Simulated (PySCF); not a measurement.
# OF2: the energy surface near the minimum

Aim: map the energy of singlet OF2 about its PBE0 minimum, with rigid distortions.

The runs use PySCF 2.14.0; PBE0, basis O def2-TZVP, F def2-TZVP, no relativity, density fitting.

## Step 1: The starting structure

3 atoms, charge 0, spin multiplicity 1.

Bond lengths: O1–F2 1.381 Å, O1–F3 1.381 Å. Angles: F2–O1–F3 103.9°.

Coordinates in bohr (charge 0 multiplicity 1):
```
O     0.0000    0.0000   -1.1316
F     2.0550    0.0000    0.4763
F    -2.0550    0.0000    0.4763
```

## Step 2: Density, ELF and potential

The plane holds O1 at (0.00, 0.00), F2 at (1.38, 0.00), F3 at (-0.33, 1.34) Å. Columns run from x = -2.25 to 3.75 Å, rows from y = 3.75 (top) to -1.95 Å, in steps of 0.3 Å.

Density (cut at 5 e/Å³):

Ten steps from '0' (0.000 e/Å³) to '9' (5.000 e/Å³), finer at the low end (step k begins (100^(k/10) - 1)/99 of the way up):
```
000000000000000000000
000000000000000000000
000000000000000000000
000000000000000000000
000000111000000000000
000012332100000000000
000135775310000000000
000258998520000000000
001369999521100000000
001359998532321000000
000246887545653200000
000125788768986310000
000025899889997410000
000025899889997410000
000024798768986310000
000012455445653100000
000001222222321000000
000000000000100000000
000000000000000000000
000000000000000000000
```

ELF (0 where the density is under 0.005 e/Å³):

Ten even steps from '0' (0.00) to '9' (0.90):
```
000000000000000000000
000000000000000000000
000000000000000000000
000000000000000000000
000000111100000000000
000123455420000000000
001357788740000000000
002689689840000000000
014799619810011000000
013689558300564200000
001346776215997310000
000002576548998410000
000014600776268510000
000037800676268410000
000148997548998410000
000036886217997300000
000014553003664200000
000001210001332000000
000000000000110000000
000000000000000000000
```

Lowest empty orbital at -1.94 eV (sign arbitrary; one member if degenerate):

Ten even steps from '0' (-1.18 Å^-3/2) to '9' (1.75 Å^-3/2):
```
444444444444444444444
444444444444444444444
444444444444444444444
444444444444444444444
444444444444444444444
444444444444444444444
444445544434444444444
444445653333344444444
444444612333334444444
444433102333334444444
443333334443334444444
333333467642244444444
333333359730155444444
333333204531365444444
333333223333354444444
333333333333344444444
333333333333444444444
333333333333444444444
433333333333444444444
443333333333444444444
```

Along O1–F2 (1.381 Å) the density is least, 2.20 e/Å³, about 0.69 Å from O1; ELF there is 0.70.

Values on the line from O1 (at 0) through F2 (at 1.381 Å):

```
distance (Å)  density (e/Å³)     ELF  electrostatic potential (V)
       -0.48            2.66    0.71                         41.1
       -0.35            4.73   0.461                         94.1
       -0.21            9.77  0.0663                          248
       -0.07             267   0.998                     1.19e+03
        0.14            38.8    0.68                          465
        0.28            5.14  0.0995                          154
        0.41            3.49   0.567                         67.2
        0.55            2.47   0.711                         35.1
        0.69             2.2   0.697                         25.7
        0.83            2.83   0.704                         32.4
        0.97            4.65   0.625                         63.3
        1.10            7.75    0.23                          156
        1.24            37.2   0.307                          506
        1.45             298   0.993                     1.31e+03
        1.59            12.4  0.0883                          261
        1.73            6.55   0.591                         90.9
        1.86            3.16   0.722                         36.3
        2.00            1.38   0.683                         15.8
        2.14           0.584    0.57                         7.37
```

Making the fields took 0.6 s on 2 threads of Intel Xeon Platinum 8259CL at 2.50GHz (Skylake/Cascade Lake), shared host.

## Step 3: Breathing scan

One driver script runs all scans and calls PySCF for each point, on a (75, 302) grid.

Started as:

```
$ OMP_NUM_THREADS=2 python axn.py task.json out
```

A rigid scan with PBE0: all bonds to the central atom are scaled together. Each point starts from its neighbour's orbitals, and energies count from the minimum.

```
scale of all bonds to the centre  energy (kJ/mol)  dipole size (D)
                            0.88            148.7             0.02
                            0.92             58.5             0.07
                            0.96             13.0             0.17
                            1.00              0.0             0.27
                            1.04             10.5             0.36
                            1.08             37.9             0.45
                            1.14            100.0             0.58
                            1.22            204.3             0.72
                            1.35            386.6             0.89
```

The scan took 8.7 s.

## Step 4: Stretching one bond

A rigid scan with PBE0: the bond from O to the last atom (F) is scaled and the rest held.

```
scale of one bond  energy (kJ/mol)  dipole size (D)
             0.92             24.2             0.40
             0.96              5.4             0.28
             1.00              0.0             0.27
             1.05              6.5             0.39
             1.12             31.4             0.64
             1.20             71.6             0.93
             1.35            156.3             1.42
             1.55            256.7             1.93
             1.80            346.1             2.37
             2.20            424.8             2.84
```

The scan took 11 s.

A restricted determinant lies too high at long bonds, where the pair should uncouple.

## Step 5: Bending curve

A rigid scan with PBE0: the F–O–F angle changes, with bonds held.

```
bond angle (°)  energy (kJ/mol)  dipole size (D)
            80            132.3             0.49
            90             36.1             0.42
           100              2.5             0.32
           110              5.2             0.19
           120             33.2             0.06
           130             81.1             0.06
           140            145.7             0.16
           150            225.2             0.23
           160            317.2             0.27
           170            416.4             0.24
           180            484.9             0.00
```

The scan took 12 s.

The curve is still steep at the linear shape, where a smooth barrier would flatten; the steps are too wide to tell a flat top from a crossing of states, so the last point is a rough barrier.

## Step 6: Results

| quantity | value |
| --- | --- |
| all bonds 4 % longer | 10.5 kJ/mol |
| one bond 20 % longer | 71.6 kJ/mol |

Shortening all bonds by 4 % costs 13.0 kJ/mol and lengthening them 10.5: the wall is steeper on the short side.
